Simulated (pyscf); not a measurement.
## Four-centre exchange: :HSi–Cl (SMILES [SiH]Cl) [singlet] + H₂O (SMILES O) → HO–Si:–Cl (SMILES O[Si]Cl) [singlet] + H₂ (SMILES [H][H])

Gas phase, singlet surface, charge 0. Bonds broken: Si1–H3, O4–H5. Bonds formed: Si1–O4, H3–H5. Optimised with ωB97X-D3(BJ)/def2-SVP in PySCF.

Transition state (Å):

```xyz
6

Si    -0.0816     1.2652    -0.3956
Cl     1.9923     1.2023     0.0465
H     -0.0364    -0.1764    -1.4204
O     -0.5114    -0.1959     0.7128
H     -0.2452    -0.5322    -0.4917
H      0.2338    -0.4651     1.2714
```

One imaginary mode, 1494i cm⁻¹; descent along it reached the two sides named, in the forms told below.

```
bond    change  reactant side (Å)  saddle  product side
------  ------  -----------------  ------  ------------
Si1–H3  breaks              1.522   1.769           3.1
O4–H5   breaks              0.974   1.279           3.4
Si1–O4   forms              2.077   1.884         1.655
H3–H5    forms                2.7   1.016         0.760
```

Electronic energies relative to the separated reactants (kcal/mol):

```tsv
level	barrier	reaction energy	reverse barrier
ωB97X-D3(BJ)/def2-TZVP	2.8	-36.3	39.2
PBE/def2-TZVP	-2.1	-35.8	33.7
r²SCAN/def2-TZVP	-1.7	-37.9	36.2
B3LYP-D3(BJ)/def2-TZVP	3.0	-36.5	39.5
PBE0-D3(BJ)/def2-TZVP	0.2	-34.8	35.0
M06-2X/def2-TZVP	2.9	-38.0	40.9
ωB97M-D3(BJ)/def2-TZVP	3.0	-36.4	39.5
HF/def2-TZVP	22.0	-31.7	53.7
```

With ωB97M-D3(BJ)/def2-TZVP energies and thermal terms (ideal gas, 1 atm, RRHO with modes under 100 cm⁻¹ raised to 100, one conformer, R ln 2 for chiral ones without a mode under 150 cm⁻¹), in kcal/mol:

| T (K) | ΔH‡ | ΔG‡ | ΔH | ΔG |
|---|---|---|---|---|
| 298 | 1.9 | 12.4 | -38.6 | -36.4 |
| 600 | 1.8 | 23.2 | -37.7 | -34.5 |
| 900 | 2.4 | 33.8 | -36.8 | -33.2 |
| 1200 | 3.1 | 44.1 | -36.1 | -32.1 |

On the reactant side the descent ends in an adduct with a O–Si contact (not fully relaxed), 18.3 kcal/mol under the separated species and 21.1 kcal/mol under the saddle at ωB97X-D3(BJ)/def2-TZVP. At PBE, r²SCAN the saddle lies under the separated reactants, which points to a path from their complex (located at ωB97X-D3(BJ) alone). What is counted as formed (O–Si) is already present as a longer contact in the reactant adduct; forming that adduct is a step of its own. At the saddle there is also a short H–Si contact that neither side keeps. This is the saddle that the search found; another between the same sides may lie lower.
